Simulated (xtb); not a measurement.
xtb input for CH2, SMILES [CH2] (connectivity only; charge and spin as stated), charge +1, multiplicity 2, GFN2-xTB. 

```
$ xtb mol.xyz --gfn 2 --sp --chrg 1 --uhf 1 --json
$ cat mol.xyz
3

C      0.00000000     0.00000000     0.00000000
H      0.00000000     0.00000000    -1.11196357
H      0.00000000     0.00000000     1.11196357
```

It prints:

```
[banner left out]
          |                Calculation Setup                |
           -------------------------------------------------



           -------------------------------------------------
          |                 G F N 2 - x T B                 |
           -------------------------------------------------

        Reference                      10.1021/acs.jctc.8b01176
      * Hamiltonian:
        H0-scaling (s, p, d)           1.850000    2.230000    2.230000
        zeta-weighting                 0.500000
      * Dispersion:
        s8                             2.700000
        a1                             0.520000
        a2                             5.000000
        s9                             5.000000
      * Repulsion:
        kExp                           1.500000    1.000000
        rExp                           1.000000
      * Coulomb:
        alpha                          2.000000
        third order                    shell-resolved
        anisotropic                    true
        a3                             3.000000
        a5                             4.000000
        cn-shift                       1.200000
        cn-exp                         4.000000
        max-rad                        5.000000


          ...................................................
          :                      SETUP                      :
          :.................................................:
          :  # basis functions                   6          :
          :  # atomic orbitals                   6          :
          :  # shells                            4          :
          :  # electrons                         5          :
          :  max. iterations                   250          :
          :  Hamiltonian                  GFN2-xTB          :
          :  restarted?                      false          :
          :  GBSA solvation                  false          :
          :  PC potential                    false          :
          :  electronic temp.          300.0000000     K    :
          :  accuracy                    1.0000000          :
          :  -> integral cutoff          0.2500000E+02      :
          :  -> integral neglect         0.1000000E-07      :
          :  -> SCF convergence          0.1000000E-05 Eh   :
          :  -> wf. convergence          0.1000000E-03 e    :
          :  Broyden damping             0.4000000          :
          :  net charge                          1          :
          :  unpaired electrons                  1          :
          ...................................................

 iter      E             dE          RMSdq      gap      omega  full diag
   1     -2.3913145 -0.239131E+01  0.122E+01    0.00       0.0  T
   2     -2.3984458 -0.713127E-02  0.741E+00    0.00       1.0  T
   3     -2.3996114 -0.116560E-02  0.898E-01    0.00       1.0  T
   4     -2.4002774 -0.666034E-03  0.332E-01    0.00       1.0  T
   5     -2.4003401 -0.627132E-04  0.319E-01    0.00       1.0  T
   6     -2.4004567 -0.116579E-03  0.414E-03    0.00      14.0  T
   7     -2.4004567 -0.150697E-08  0.263E-04    0.00     219.4  T
   8     -2.4004567  0.288418E-10  0.275E-04    0.00     210.1  T

   *** convergence criteria satisfied after 8 iterations ***

         #    Occupation            Energy/Eh            Energy/eV
      -------------------------------------------------------------
         1        2.0000           -0.9783496             -26.6222
         2        2.0000           -0.8998808             -24.4870
         3        0.5000           -0.8066969             -21.9513 (HOMO)
         4        0.5000           -0.8066969             -21.9513 (LUMO)
         5                         -0.3748740             -10.2008
         6                          0.0073015               0.1987
      -------------------------------------------------------------
                  HL-Gap            0.0000000 Eh            0.0000 eV
             Fermi-level           -0.8299929 Eh          -22.5853 eV

 SCC (total)                   0 d,  0 h,  0 min,  0.001 sec
 SCC setup                      ...        0 min,  0.000 sec (  6.118%)
 Dispersion                     ...        0 min,  0.000 sec (  2.036%)
 classical contributions        ...        0 min,  0.000 sec (  1.268%)
 integral evaluation            ...        0 min,  0.000 sec (  7.770%)
 iterations                     ...        0 min,  0.000 sec ( 64.879%)
 molecular gradient             ...        0 min,  0.000 sec ( 10.205%)
 printout                       ...        0 min,  0.000 sec (  7.057%)

         :::::::::::::::::::::::::::::::::::::::::::::::::::::
         ::                     SUMMARY                     ::
         :::::::::::::::::::::::::::::::::::::::::::::::::::::
         :: total energy              -2.372246047228 Eh    ::
         :: gradient norm              0.000012304691 Eh/a0 ::
         :: HOMO-LUMO gap              0.000000000000 eV    ::
         ::.................................................::
         :: SCC energy                -2.400456685187 Eh    ::
         :: -> isotropic ES            0.177422658465 Eh    ::
         :: -> anisotropic ES         -0.025840140351 Eh    ::
         :: -> anisotropic XC          0.012553014458 Eh    ::
         :: -> dispersion             -0.000103512726 Eh    ::
         :: repulsion energy           0.028210637959 Eh    ::
         :: add. restraining           0.000000000000 Eh    ::
         :: total charge               1.000000000000 e     ::
         :::::::::::::::::::::::::::::::::::::::::::::::::::::

           -------------------------------------------------
          |                Property Printout                |
           -------------------------------------------------

    * Orbital Energies and Occupations

         #    Occupation            Energy/Eh            Energy/eV
      -------------------------------------------------------------
         1        2.0000           -0.9783496             -26.6222
         2        2.0000           -0.8998808             -24.4870
         3        0.5000           -0.8066969             -21.9513 (HOMO)
         4        0.5000           -0.8066969             -21.9513 (LUMO)
         5                         -0.3748740             -10.2008
         6                          0.0073015               0.1987
      -------------------------------------------------------------
                  HL-Gap            0.0000000 Eh            0.0000 eV
             Fermi-level           -0.8299929 Eh          -22.5853 eV

     #   Z          covCN         q      C6AA      α(0)
     1   6 C        1.843     0.198    26.446     8.308
     2   1 H        0.921     0.401     0.475     1.077
     3   1 H        0.921     0.401     0.475     1.077

 Mol. C6AA /au·bohr⁶  :         42.508340
 Mol. C8AA /au·bohr⁸  :       1052.647413
 Mol. α(0) /au        :         10.462555


Wiberg/Mayer (AO) data.
largest (>0.10) Wiberg bond orders for each atom

 ---------------------------------------------------------------------------
     #   Z sym  total        # sym  WBO       # sym  WBO       # sym  WBO
 ---------------------------------------------------------------------------
     1   6 C    1.648 --     3 H    0.824     2 H    0.824
     2   1 H    0.839 --     1 C    0.824
     3   1 H    0.839 --     1 C    0.824
 ---------------------------------------------------------------------------

Topologies differ in total number of bonds
Writing topology from bond orders to xtbtopo.mol

molecular dipole:
                 x           y           z       tot (Debye)
 q only:        0.000       0.000       0.000
   full:        0.000      -0.000       0.000       0.000
Note: The following floating-point exceptions are signalling: IEEE_DENORMAL
normal termination of xtb
molecular quadrupole (traceless):
                xx          xy          yy          xz          yz          zz
 q only:       -1.770       0.000      -1.770       0.000       0.000       3.539
  q+dip:       -2.614       0.000      -2.614      -0.000       0.000       5.227
   full:       -1.766      -0.000      -1.766      -0.000       0.000       3.532


           -------------------------------------------------
          | TOTAL ENERGY               -2.372246047228 Eh   |
          | GRADIENT NORM               0.000012304691 Eh/α |
          | HOMO-LUMO GAP               0.000000000000 eV   |
           -------------------------------------------------

------------------------------------------------------------------------
------------------------------------------------------------------------
 total:
 SCF:
```

Self-consistency was reached.

Cost: about 0.020 core-seconds (a rough figure).
